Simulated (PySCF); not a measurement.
# SiH₃+: electronic excitations at several levels of theory, part 1 of 2

Aim: compute the electronic excitations of SiH₃+ (`[SiH3+]`) at several levels, and see how far they spread and what each costs.

Programs: PySCF 2.14.0, with density-fitted response routines of our own. Each step states its level of theory. These are calculated values for one molecule in the gas phase, unless marked as measured. Atoms count from 0, in the outputs and in this text.

### 1 The molecule as given

4 atoms, charge 1, multiplicity 1; geometry from: GFN2-xTB. The atoms were then displaced at random by about 0.03 Å, so the start is not that level's minimum.

Bonds of the start (Å): Si0–H1 1.54, Si0–H2 1.53, Si0–H3 1.47.

### 2 Geometry optimisation at PBE0-D3(BJ)/def2-SVP

The job: settings as JSON, then the geometry in Å.

```
{"job": {"xc": "PBE0", "basis": "def2-SVP", "d3": "d3bj", "grid": 1, "shake": 0.03, "kind": "geom"}, "charge": 1, "multiplicity": 1}
Si     0.066370    -0.074370     0.001330
H     -0.158290     1.445750    -0.019960
H     -1.241630    -0.859470     0.043830
H      1.437300    -0.592810    -0.101370
```

The run is started by

```console
> OMP_NUM_THREADS=1 python probes_run.py task.json out
```

One launch serves the whole session: the jobs run in the order shown.

The log of the run:

```text
step   0  E = -290.70237807  max force = 0.025403
step   1  E = -290.70435488  max force = 0.012011
step   2  E = -290.70488299  max force = 0.011792
step   3  E = -290.70574141  max force = 0.002516
step   4  E = -290.70579738  max force = 0.001129
step   5  E = -290.70580924  max force = 0.000280
optimisation converged
```

Wall time 1.7 s (1 thread of Arm Neoverse V1, shared host); peak memory 0.22 GiB.

The steps of the relaxation:

```
step  energy from step 0 (eV)  largest force component (eV/Å)
   0                   0.0000                          1.3063
   1                  -0.0538                          0.6176
   2                  -0.0682                          0.6064
   3                  -0.0915                          0.1294
   4                  -0.0930                          0.0581
   5                  -0.0934                          0.0144
```

Distances of close pairs at the start and the end, largest changes first:

| bond | before (Å) | after (Å) | change (Å) |
| --- | --- | --- | --- |
| Si0–H1 | 1.537 | 1.478 | -0.058 |
| Si0–H2 | 1.526 | 1.478 | -0.048 |
| Si0–H3 | 1.469 | 1.479 | +0.010 |

The final coordinates are the input of the step that follows.

```
                         at the end point                 value
  point group (found at 0.08 Å tolerance)                   D3h
rotational constants (GHz, main isotopes)  153.2, 152.6, 76.455
```

### 3 Excited states and response: HF/def2-SVPD

The job: settings as JSON, then the geometry in Å.

```
{"job": {"kind": "uv", "xc": "HF", "basis": "def2-SVPD", "ip": true}, "charge": 1, "multiplicity": 1}
Si     0.025221    -0.021145    -0.019273
H     -0.132442     1.448850    -0.014568
H     -1.166702    -0.893355     0.048026
H      1.377673    -0.615250    -0.090356
```

Level: TDDFT HF/def2-SVPD, vertical, gas phase, core orbitals frozen in the response.

The log of the run:

```text
final grid: 28048 points
cycle   1  E = -290.2134259589  dE = -3.469e-02  |g| = 2.915e-01  |ddm| = 1.544e+00
cycle   2  E = -290.2564395229  dE = -4.301e-02  |g| = 5.164e-02  |ddm| = 4.988e-01
cycle   3  E = -290.2577960370  dE = -1.357e-03  |g| = 1.142e-02  |ddm| = 1.526e-01
cycle   4  E = -290.2578784670  dE = -8.243e-05  |g| = 1.503e-03  |ddm| = 4.805e-02
cycle   5  E = -290.2578798444  dE = -1.377e-06  |g| = 1.714e-04  |ddm| = 7.227e-03
cycle   6  E = -290.2578798669  dE = -2.258e-08  |g| = 2.545e-05  |ddm| = 3.609e-04
cycle   7  E = -290.2578798675  dE = -5.821e-10  |g| = 2.620e-06  |ddm| = 8.441e-05
converged SCF energy = -290.2578798675

Static polarisability (au): isotropic 19.837, principal 16.373 21.554 21.582

Singlet excitations
state   eV       nm        f      main configurations
  1   6.5054    190.6   0.00000   H->L 0.98
  2   6.5172    190.2   0.00000   H-1->L 0.98
  3  11.2279    110.4   0.00004   H->L+4 0.47, H-1->L+3 0.47
  4  11.7464    105.6   0.29160   H->L+1 0.82, H->L+2 0.12
  5  11.7620    105.4   0.30031   H-1->L+1 0.82, H-1->L+2 0.11
  6  12.9064     96.1   0.01407   H->L+3 0.58, H-1->L+4 0.39
  7  12.9987     95.4   1.03019   H-1->L+3 0.35, H->L+4 0.35, H->L+2 0.13
  8  13.0023     95.4   1.01929   H-1->L+4 0.45, H->L+3 0.27, H-1->L+2 0.10
  9  13.2502     93.6   0.38816   H-2->L 0.99
 10  13.6679     90.7   0.11770   H->L+2 0.72, H->L+4 0.09, H-1->L+3 0.08

Triplet excitations (Tamm-Dancoff, eV): 5.5016 5.5124 8.9028 8.9090
Vertical ionisation energy (delta-SCF) = 20.0536 eV
Vertical electron affinity (delta-SCF) = 7.2227 eV
```

Wall time 0.52 s (1 thread of Arm Neoverse V1, shared host); peak memory 0.22 GiB.

The orbitals next to the gap, with their largest atomic shares:

```csv
orbital,eV,atoms
HOMO−3,-124.48,Si0 100 %
HOMO−2,-26.78,"Si0 46 %, H2 18 %, H1 18 %"
HOMO−1,-21.04,"Si0 47 %, H2 33 %, H3 13 %"
HOMO,-21.03,"Si0 47 %, H1 28 %, H3 22 %"
LUMO,-6.65,"Si0 71 %, H2 10 %, H1 10 %"
LUMO+1,-2.74,"Si0 51 %, H2 16 %, H3 16 %"
LUMO+2,-2.21,Si0 90 %
```

With each of the 10 states as a Gaussian band of 0.4 eV half-width at 1/e, the curve within the window shown has maxima at 105 nm (ε 24,000) L/(mol cm). Beyond the last state computed it falls off for lack of states. The curve at chosen wavelengths:

| nm | ε (L/mol/cm) |
| --- | --- |
| 100 | 10690 |
| 104 | 20177 |
| 109 | 9742 |
| 113 | 526 |
| 117 | 6 |
| 122 | 0 |
| 126 | 0 |
| 131 | 0 |
| 135 | 0 |
| 139 | 0 |
| 144 | 0 |
| 148 | 0 |
| 152 | 0 |
| 157 | 0 |
| 161 | 0 |
| 165 | 0 |
| 170 | 0 |
| 174 | 0 |
| 178 | 0 |
| 183 | 0 |
| 187 | 0 |
| 192 | 0 |
| 196 | 0 |
| 200 | 0 |
| 205 | 0 |
| 209 | 0 |

Further results of this job:

| property | computed |
| --- | --- |
| polarisability (Å³) | 2.94 |
| HOMO–LUMO gap (eV) | 14.38 |
| −ε(HOMO) (eV) | 21.03 |

### 4 TDDFT and polarisability: LDA/def2-SVPD

The job: settings as JSON, then the geometry in Å.

```
{"job": {"kind": "uv", "xc": "LDA", "basis": "def2-SVPD", "ip": true}, "charge": 1, "multiplicity": 1}
Si     0.025221    -0.021145    -0.019273
H     -0.132442     1.448850    -0.014568
H     -1.166702    -0.893355     0.048026
H      1.377673    -0.615250    -0.090356
```

Level: TDDFT LDA/def2-SVPD, vertical, gas phase, core orbitals frozen in the response.

The log of the run:

```text
coarse grid: 3488 points
cycle   1  E = -289.5780086484  dE =  1.545e-01  |g| = 2.141e-01  |ddm| = 1.635e+00
cycle   2  E = -289.5859857815  dE = -7.977e-03  |g| = 1.674e-01  |ddm| = 7.323e-01
cycle   3  E = -289.5961893827  dE = -1.020e-02  |g| = 3.183e-03  |ddm| = 3.563e-01
cycle   4  E = -289.5961931689  dE = -3.786e-06  |g| = 7.401e-04  |ddm| = 6.357e-03
final grid: 28048 points
cycle   5  E = -289.6312892238  dE = -1.287e-06  |g| = 4.167e-04  |ddm| = 1.039e-02
cycle   6  E = -289.6312892669  dE = -4.310e-08  |g| = 1.118e-04  |ddm| = 9.105e-04
cycle   7  E = -289.6312892710  dE = -4.067e-09  |g| = 2.072e-05  |ddm| = 2.103e-04
cycle   8  E = -289.6312892712  dE = -2.354e-10  |g| = 1.489e-06  |ddm| = 4.413e-05
converged SCF energy = -289.6312892712

Static polarisability (au): isotropic 21.469, principal 17.303 23.538 23.567

Singlet excitations
state   eV       nm        f      main configurations
  1   5.0102    247.5   0.00000   H->L 1.00
  2   5.0211    246.9   0.00000   H-1->L 1.00
  3   9.6965    127.9   0.04134   H->L+1 0.78, H->L+3 0.08
  4   9.7158    127.6   0.04221   H-1->L+1 0.77, H->L+2 0.09, H-1->L+3 0.08
  5  10.3374    119.9   0.00000   H-1->L+2 0.50, H->L+3 0.49
  6  10.4858    118.2   0.07907   H-2->L 0.85
  7  10.6143    116.8   0.00009   H-1->L+3 0.48, H->L+2 0.48
  8  11.7298    105.7   0.78195   H->L+4 0.53, H->L+3 0.16, H-1->L+2 0.16
  9  11.7357    105.6   0.79500   H-1->L+4 0.52, H-1->L+3 0.16, H->L+2 0.16
 10  12.4199     99.8   0.46901   H->L+4 0.44, H->L+3 0.18, H-1->L+2 0.18

Triplet excitations (Tamm-Dancoff, eV): 4.4499 4.4604 8.4585 8.4628
Vertical ionisation energy (delta-SCF) = 20.5373 eV
Vertical electron affinity (delta-SCF) = 8.0449 eV
```

Wall time 2.4 s (1 thread of Arm Neoverse V1, shared host); peak memory 0.22 GiB.

Key values: HOMO -16.26 eV, LUMO -11.51 eV; lowest singlet 5.01 eV.

### 5 TDDFT and polarisability: PBE/def2-SVPD

The job: settings as JSON, then the geometry in Å.

```
{"job": {"kind": "uv", "xc": "PBE", "basis": "def2-SVPD", "ip": true}, "charge": 1, "multiplicity": 1}
Si     0.025221    -0.021145    -0.019273
H     -0.132442     1.448850    -0.014568
H     -1.166702    -0.893355     0.048026
H      1.377673    -0.615250    -0.090356
```

Level: TDDFT PBE/def2-SVPD, vertical, gas phase, core orbitals frozen in the response.

The log of the run:

```text
coarse grid: 3488 points
cycle   1  E = -290.6062848173  dE =  1.485e-01  |g| = 2.232e-01  |ddm| = 1.663e+00
cycle   2  E = -290.6156030675  dE = -9.318e-03  |g| = 1.713e-01  |ddm| = 7.652e-01
cycle   3  E = -290.6265188870  dE = -1.092e-02  |g| = 3.265e-03  |ddm| = 3.568e-01
cycle   4  E = -290.6265231178  dE = -4.231e-06  |g| = 5.733e-04  |ddm| = 6.169e-03
final grid: 28048 points
cycle   5  E = -290.6738194600  dE = -1.915e-06  |g| = 3.244e-04  |ddm| = 9.147e-03
cycle   6  E = -290.6738194852  dE = -2.514e-08  |g| = 1.167e-04  |ddm| = 7.508e-04
cycle   7  E = -290.6738194894  dE = -4.247e-09  |g| = 2.598e-05  |ddm| = 2.688e-04
cycle   8  E = -290.6738194897  dE = -3.034e-10  |g| = 1.037e-06  |ddm| = 5.299e-05
converged SCF energy = -290.6738194897

Static polarisability (au): isotropic 21.018, principal 17.056 22.984 23.013

Singlet excitations
state   eV       nm        f      main configurations
  1   5.2164    237.7   0.00000   H->L 1.00
  2   5.2274    237.2   0.00000   H-1->L 1.00
  3   9.8095    126.4   0.04199   H->L+1 0.78, H->L+3 0.08
  4   9.8288    126.1   0.04289   H-1->L+1 0.77, H->L+2 0.09, H-1->L+3 0.08
  5  10.4229    119.0   0.00000   H-1->L+2 0.50, H->L+3 0.49
  6  10.5468    117.6   0.08790   H-2->L 0.86
  7  10.7055    115.8   0.00009   H-1->L+3 0.48, H->L+2 0.48
  8  11.8140    104.9   0.67268   H->L+4 0.61, H->L+3 0.14, H-1->L+2 0.13
  9  11.8210    104.9   0.68641   H-1->L+4 0.60, H-1->L+3 0.14, H->L+2 0.13
 10  12.4463     99.6   0.55629   H->L+4 0.29, H->L+3 0.21, H-1->L+2 0.21

Triplet excitations (Tamm-Dancoff, eV): 4.5439 4.5545 8.3585 8.3621
Vertical ionisation energy (delta-SCF) = 20.5283 eV
Vertical electron affinity (delta-SCF) = 8.0085 eV
```

Wall time 3.4 s (1 thread of Arm Neoverse V1, shared host); peak memory 0.24 GiB.

In short: HOMO -16.30 eV, LUMO -11.27 eV; lowest singlet 5.22 eV.

### 6 Ultraviolet spectrum: B3LYP/def2-SVPD

The job: settings as JSON, then the geometry in Å.

```
{"job": {"kind": "uv", "xc": "B3LYP", "basis": "def2-SVPD", "ip": true}, "charge": 1, "multiplicity": 1}
Si     0.025221    -0.021145    -0.019273
H     -0.132442     1.448850    -0.014568
H     -1.166702    -0.893355     0.048026
H      1.377673    -0.615250    -0.090356
```

Level: TDDFT B3LYP/def2-SVPD, vertical, gas phase, core orbitals frozen in the response.

The log of the run:

```text
coarse grid: 3488 points
cycle   1  E = -290.8017104139  dE =  1.180e-01  |g| = 2.308e-01  |ddm| = 1.632e+00
cycle   2  E = -290.8189066034  dE = -1.720e-02  |g| = 1.254e-01  |ddm| = 6.592e-01
cycle   3  E = -290.8245420635  dE = -5.635e-03  |g| = 3.823e-03  |ddm| = 2.719e-01
cycle   4  E = -290.8245463138  dE = -4.250e-06  |g| = 3.735e-04  |ddm| = 1.182e-02
final grid: 28048 points
cycle   5  E = -290.8607435554  dE = -6.950e-07  |g| = 1.760e-04  |ddm| = 3.636e-03
cycle   6  E = -290.8607435605  dE = -5.064e-09  |g| = 2.400e-05  |ddm| = 2.449e-04
cycle   7  E = -290.8607435606  dE = -1.737e-10  |g| = 6.390e-06  |ddm| = 4.176e-05
converged SCF energy = -290.8607435606

Static polarisability (au): isotropic 20.677, principal 16.697 22.652 22.682

Singlet excitations
state   eV       nm        f      main configurations
  1   5.4898    225.8   0.00000   H->L 1.00
  2   5.5009    225.4   0.00000   H-1->L 1.00
  3  10.2296    121.2   0.06897   H->L+1 0.82
  4  10.2487    121.0   0.07053   H-1->L+1 0.82
  5  10.6293    116.6   0.00000   H-1->L+2 0.51, H->L+3 0.49
  6  11.1705    111.0   0.10380   H-2->L 0.87
  7  11.2057    110.6   0.00018   H->L+2 0.49, H-1->L+3 0.49
  8  12.1012    102.5   0.82148   H->L+4 0.48, H->L+3 0.19, H-1->L+2 0.19
  9  12.1067    102.4   0.83634   H-1->L+4 0.47, H-1->L+3 0.19, H->L+2 0.19
 10  12.6991     97.6   0.42403   H->L+4 0.49, H->L+3 0.18, H-1->L+2 0.18

Triplet excitations (Tamm-Dancoff, eV): 4.8465 4.8571 8.5316 8.5342
Vertical ionisation energy (delta-SCF) = 20.7104 eV
Vertical electron affinity (delta-SCF) = 7.9275 eV
```

It took 3.1 s on 1 thread of Arm Neoverse V1, shared host; peak memory 0.25 GiB.

In short: HOMO -17.46 eV, LUMO -10.53 eV; lowest singlet 5.49 eV.

### 7 TDDFT and polarisability: PBE0/def2-SVPD

The job: settings as JSON, then the geometry in Å.

```
{"job": {"kind": "uv", "xc": "PBE0", "basis": "def2-SVPD", "ip": true}, "charge": 1, "multiplicity": 1}
Si     0.025221    -0.021145    -0.019273
H     -0.132442     1.448850    -0.014568
H     -1.166702    -0.893355     0.048026
H      1.377673    -0.615250    -0.090356
```

Method: TDDFT PBE0/def2-SVPD, vertical, gas phase, core orbitals frozen in the response.

The log of the run:

```text
coarse grid: 3488 points
cycle   1  E = -290.6488995945  dE =  1.082e-01  |g| = 2.242e-01  |ddm| = 1.611e+00
cycle   2  E = -290.6671073045  dE = -1.821e-02  |g| = 1.100e-01  |ddm| = 6.347e-01
cycle   3  E = -290.6713073056  dE = -4.200e-03  |g| = 4.223e-03  |ddm| = 2.314e-01
cycle   4  E = -290.6713121481  dE = -4.842e-06  |g| = 2.701e-04  |ddm| = 1.260e-02
final grid: 28048 points
cycle   5  E = -290.7071002478  dE = -1.244e-06  |g| = 2.968e-04  |ddm| = 6.583e-03
cycle   6  E = -290.7071002724  dE = -2.458e-08  |g| = 1.288e-04  |ddm| = 6.214e-04
cycle   7  E = -290.7071002775  dE = -5.097e-09  |g| = 6.638e-06  |ddm| = 2.637e-04
cycle   8  E = -290.7071002775  dE = -3.195e-11  |g| = 9.492e-07  |ddm| = 1.989e-05
converged SCF energy = -290.7071002775

Static polarisability (au): isotropic 20.628, principal 16.840 22.507 22.536

Singlet excitations
state   eV       nm        f      main configurations
  1   5.5510    223.4   0.00000   H->L 1.00
  2   5.5622    222.9   0.00000   H-1->L 1.00
  3  10.3979    119.2   0.06413   H->L+1 0.82
  4  10.4171    119.0   0.06567   H-1->L+1 0.81
  5  10.6766    116.1   0.00001   H-1->L+2 0.51, H->L+3 0.49
  6  11.2759    110.0   0.12215   H-2->L 0.89
  7  11.2970    109.7   0.00024   H->L+2 0.49, H-1->L+3 0.49
  8  12.2247    101.4   0.96043   H->L+4 0.38, H->L+3 0.23, H-1->L+2 0.23
  9  12.2284    101.4   0.97367   H-1->L+4 0.37, H-1->L+3 0.23, H->L+2 0.23
 10  12.8530     96.5   0.31286   H->L+4 0.61, H->L+3 0.14, H-1->L+2 0.13

Triplet excitations (Tamm-Dancoff, eV): 4.8245 4.8352 8.6136 8.6162
Vertical ionisation energy (delta-SCF) = 20.6583 eV
Vertical electron affinity (delta-SCF) = 7.9954 eV
```

Run time: 3.2 s. Hardware: 1 thread of Arm Neoverse V1, shared host; peak memory 0.25 GiB.

This run: HOMO -17.66 eV, LUMO -10.25 eV; lowest singlet 5.55 eV.

### 8 Ultraviolet spectrum: BHandHLYP/def2-SVPD

The job: settings as JSON, then the geometry in Å.

```
{"job": {"kind": "uv", "xc": "BHandHLYP", "basis": "def2-SVPD", "ip": true}, "charge": 1, "multiplicity": 1}
Si     0.025221    -0.021145    -0.019273
H     -0.132442     1.448850    -0.014568
H     -1.166702    -0.893355     0.048026
H      1.377673    -0.615250    -0.090356
```

Method: TDDFT BHandHLYP/def2-SVPD, vertical, gas phase, core orbitals frozen in the response.

The log of the run:

```text
coarse grid: 3488 points
cycle   1  E = -290.7882737188  dE =  6.610e-02  |g| = 2.449e-01  |ddm| = 1.578e+00
cycle   2  E = -290.8149160227  dE = -2.664e-02  |g| = 7.370e-02  |ddm| = 5.613e-01
cycle   3  E = -290.8166979356  dE = -1.782e-03  |g| = 5.914e-03  |ddm| = 1.800e-01
cycle   4  E = -290.8167115836  dE = -1.365e-05  |g| = 6.601e-04  |ddm| = 2.305e-02
cycle   5  E = -290.8167118179  dE = -2.343e-07  |g| = 3.166e-05  |ddm| = 2.979e-03
final grid: 28048 points
cycle   6  E = -290.8398387375  dE = -3.653e-07  |g| = 1.043e-04  |ddm| = 2.226e-03
cycle   7  E = -290.8398387419  dE = -4.440e-09  |g| = 2.470e-05  |ddm| = 3.704e-04
cycle   8  E = -290.8398387421  dE = -2.106e-10  |g| = 4.968e-06  |ddm| = 4.637e-05
converged SCF energy = -290.8398387421

Static polarisability (au): isotropic 20.282, principal 16.471 22.172 22.202

Singlet excitations
state   eV       nm        f      main configurations
  1   5.8695    211.2   0.00000   H->L 1.00
  2   5.8808    210.8   0.00000   H-1->L 1.00
  3  10.8578    114.2   0.11515   H->L+1 0.86, H->L+3 0.09
  4  10.8761    114.0   0.11606   H-1->L+1 0.84
  5  10.8929    113.8   0.00524   H-1->L+2 0.54, H->L+3 0.41
  6  11.8828    104.3   0.00038   H->L+2 0.50, H-1->L+3 0.48
  7  12.0284    103.1   0.15633   H-2->L 0.91
  8  12.4922     99.2   1.02831   H->L+3 0.29, H-1->L+2 0.28, H->L+4 0.28
  9  12.4951     99.2   1.03865   H-1->L+3 0.29, H->L+2 0.28, H-1->L+4 0.27
 10  13.1079     94.6   0.22860   H->L+4 0.70, H-1->L+2 0.12, H->L+3 0.12

Triplet excitations (Tamm-Dancoff, eV): 5.1516 5.1623 8.7451 8.7488
Vertical ionisation energy (delta-SCF) = 20.7145 eV
Vertical electron affinity (delta-SCF) = 7.7531 eV
```

Run time: 3 s. Hardware: 1 thread of Arm Neoverse V1, shared host; peak memory 0.25 GiB.

In short: HOMO -18.96 eV, LUMO -9.23 eV; lowest singlet 5.87 eV.

### 9 Ultraviolet spectrum: CAM-B3LYP/def2-SVPD

The job: settings as JSON, then the geometry in Å.

```
{"job": {"kind": "uv", "xc": "CAM-B3LYP", "basis": "def2-SVPD", "ip": true}, "charge": 1, "multiplicity": 1}
Si     0.025221    -0.021145    -0.019273
H     -0.132442     1.448850    -0.014568
H     -1.166702    -0.893355     0.048026
H      1.377673    -0.615250    -0.090356
```

Level: TDDFT CAM-B3LYP/def2-SVPD, vertical, gas phase, core orbitals frozen in the response.

The log of the run:

```text
coarse grid: 3488 points
cycle   1  E = -290.7713634823  dE =  7.115e-02  |g| = 2.502e-01  |ddm| = 1.601e+00
cycle   2  E = -290.7982355669  dE = -2.687e-02  |g| = 8.274e-02  |ddm| = 5.972e-01
cycle   3  E = -290.8003215523  dE = -2.086e-03  |g| = 6.142e-03  |ddm| = 1.941e-01
cycle   4  E = -290.8003373389  dE = -1.579e-05  |g| = 7.558e-04  |ddm| = 2.876e-02
cycle   5  E = -290.8003376855  dE = -3.465e-07  |g| = 3.532e-05  |ddm| = 4.340e-03
final grid: 28048 points
cycle   6  E = -290.8369223801  dE = -7.257e-07  |g| = 1.564e-04  |ddm| = 4.472e-03
cycle   7  E = -290.8369223868  dE = -6.665e-09  |g| = 1.827e-05  |ddm| = 5.594e-04
cycle   8  E = -290.8369223869  dE = -1.842e-10  |g| = 3.239e-06  |ddm| = 7.836e-05
converged SCF energy = -290.8369223869

Static polarisability (au): isotropic 20.628, principal 16.700 22.577 22.607

Singlet excitations
state   eV       nm        f      main configurations
  1   5.5558    223.2   0.00000   H->L 1.00
  2   5.5669    222.7   0.00000   H-1->L 1.00
  3  10.5156    117.9   0.08885   H->L+1 0.85
  4  10.5342    117.7   0.09095   H-1->L+1 0.84
  5  10.7014    115.9   0.00004   H-1->L+2 0.51, H->L+3 0.48
  6  11.5689    107.2   0.00025   H->L+2 0.50, H-1->L+3 0.49
  7  11.6436    106.5   0.13443   H-2->L 0.90
  8  12.2698    101.0   0.93076   H->L+4 0.37, H->L+3 0.23, H-1->L+2 0.23
  9  12.2739    101.0   0.94501   H-1->L+4 0.37, H-1->L+3 0.24, H->L+2 0.23
 10  12.8476     96.5   0.33668   H->L+4 0.60, H->L+3 0.15, H-1->L+2 0.15

Triplet excitations (Tamm-Dancoff, eV): 4.8807 4.8913 8.6542 8.6570
Vertical ionisation energy (delta-SCF) = 20.7641 eV
Vertical electron affinity (delta-SCF) = 7.9125 eV
```

It took 6.6 s on 1 thread of Arm Neoverse V1, shared host; peak memory 0.25 GiB.

Key values: HOMO -19.10 eV, LUMO -9.14 eV; lowest singlet 5.56 eV.

### 10 Excited states and response: wB97X-D/def2-SVPD

The job: settings as JSON, then the geometry in Å.

```
{"job": {"kind": "uv", "xc": "wB97X-D", "basis": "def2-SVPD", "ip": true}, "charge": 1, "multiplicity": 1}
Si     0.025221    -0.021145    -0.019273
H     -0.132442     1.448850    -0.014568
H     -1.166702    -0.893355     0.048026
H      1.377673    -0.615250    -0.090356
```

Level: TDDFT wB97X-D/def2-SVPD, vertical, gas phase, core orbitals frozen in the response.

The log of the run:

```text
coarse grid: 3488 points
cycle   1  E = -290.7644102160  dE =  5.015e-02  |g| = 2.537e-01  |ddm| = 1.597e+00
cycle   2  E = -290.7939088852  dE = -2.950e-02  |g| = 7.256e-02  |ddm| = 5.891e-01
cycle   3  E = -290.7953722808  dE = -1.463e-03  |g| = 8.636e-03  |ddm| = 1.728e-01
cycle   4  E = -290.7954132146  dE = -4.093e-05  |g| = 1.164e-03  |ddm| = 5.040e-02
cycle   5  E = -290.7954141140  dE = -8.994e-07  |g| = 8.534e-05  |ddm| = 7.883e-03
final grid: 28048 points
cycle   6  E = -290.8337268831  dE = -1.015e-05  |g| = 8.965e-04  |ddm| = 1.440e-02
cycle   7  E = -290.8337271349  dE = -2.518e-07  |g| = 1.644e-04  |ddm| = 1.413e-03
cycle   8  E = -290.8337271502  dE = -1.523e-08  |g| = 4.874e-05  |ddm| = 3.670e-04
cycle   9  E = -290.8337271517  dE = -1.576e-09  |g| = 8.997e-06  |ddm| = 1.206e-04
cycle  10  E = -290.8337271519  dE = -1.382e-10  |g| = 2.771e-06  |ddm| = 2.715e-05
converged SCF energy = -290.8337271519

Static polarisability (au): isotropic 20.472, principal 16.795 22.297 22.323

Singlet excitations
state   eV       nm        f      main configurations
  1   5.6417    219.8   0.00000   H->L 1.00
  2   5.6525    219.3   0.00000   H-1->L 1.00
  3  10.6059    116.9   0.07592   H->L+1 0.84
  4  10.6249    116.7   0.07780   H-1->L+1 0.83
  5  10.7603    115.2   0.00005   H-1->L+2 0.51, H->L+3 0.48
  6  11.5299    107.5   0.00025   H->L+2 0.49, H-1->L+3 0.49
  7  11.5617    107.2   0.15598   H-2->L 0.91
  8  12.3730    100.2   1.03790   H->L+4 0.30, H->L+3 0.26, H-1->L+2 0.25
  9  12.3762    100.2   1.04887   H-1->L+4 0.29, H-1->L+3 0.26, H->L+2 0.25
 10  13.0276     95.2   0.25464   H->L+4 0.68, H->L+3 0.12, H-1->L+2 0.11

Triplet excitations (Tamm-Dancoff, eV): 5.0791 5.0890 9.0108 9.0138
Vertical ionisation energy (delta-SCF) = 20.8010 eV
Vertical electron affinity (delta-SCF) = 7.8460 eV
```

Run time: 3.8 s. Hardware: 1 thread of Arm Neoverse V1, shared host; peak memory 0.25 GiB.

Key values: HOMO -19.62 eV, LUMO -8.35 eV; lowest singlet 5.64 eV.

(Continued in part 2 of 2.)
